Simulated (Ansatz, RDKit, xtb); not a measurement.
# Isomers of C2H6S, a sample narrowed down

Which of a sample of isomers of C2H6S is the most stable in the gas at 298.15 K, and what are its properties? The sample is small against all isomers, and the most stable one of this formula need not be in it.

The funnel: GFN2-xTB relaxations, single points with a density functional, relaxations at PBE0-D3(BJ)/def2-SVP, harmonic vibrations, and a last energy at a higher level. All values are calculated.

### Step 1. Drawing up candidates

Isomers were taken from a list of plausible structures; this is a sample, not all of them. That gives 2 candidates.

```csv
label,SMILES,spin
c317,CCS,singlet
c620,CSC,singlet
```

Candidates are built by distance geometry, with a force field where one applies, in up to four conformers (letters a to d).

Q: Predict the outcome of this search (final energies at CCSD(T)/def2-TZVP).

| quantity | value |
| --- | --- |
| lowest structure found | CCS, singlet, C1 |
| next finalist | CSC, singlet, 2.7 kcal/mol higher in G |
| share at equilibrium, among the finalists | 99.0 % |
| harmonic wavenumbers, lowest and highest (PBE0-D3(BJ)/def2-SVP) | 225 and 3166 cm⁻¹ |
| rotational constants, same geometry | 0.9668, 0.1755, 0.1613 cm⁻¹ |

`CCS` comes out lowest. The margin, 2.7 kcal/mol, is modest. GFN2-xTB, r2SCAN-D4/def2-SVP, PBE0-D3(BJ)/def2-SVP, HF/def2-TZVP and MP2/def2-TZVP already put its bonding pattern lowest among the structures in one piece; HF/STO-3G favours the singlet CSC. Measured heats of formation are -46.1 kJ/mol (298.15 K; CRC Handbook of Chemistry and Physics) for c317a and -37.4 kJ/mol (298.15 K; CRC Handbook of Chemistry and Physics) for c620a: a difference of +8.7 kJ/mol, against +9.5 calculated. Lowest found is not proven lowest: the search is finite, and each finalist counts with one conformer. Only 2 drawn patterns were tried, so whole families of isomers are missing, and the result ranks this sample alone. The lowest isomer need not be the one that is made and kept in a bottle, which depends on barriers.
